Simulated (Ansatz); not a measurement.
The parent structure is Au in the fcc (Cu type) structure (space group Fm-3m, No. 225; a = 4.124 Å).

Level of theory: Ansatz (a first-principles code) r2SCAN, scalar-relativistic without spin-orbit coupling.

Modification: every Au is replaced by Rh, then cell and atoms are relaxed.

Measured lattice parameter a: Au 4.062 Å (static lattice; corrected from measurement; as listed in Daniel Mejia-Rodriguez, S. B. Trickey, Phys. Rev. B (2018)); Rh 3.794 Å (static lattice; corrected from measurement; as listed in Daniel Mejia-Rodriguez, S. B. Trickey, Phys. Rev. B (2018)).

How well does r2SCAN reproduce the measured shift?

With r2SCAN the lattice parameter a moves by -0.324 Å (4.124 → 3.800) against -0.268 Å measured.

Stability against distortions was not tested. The final runs are not spin-polarised.
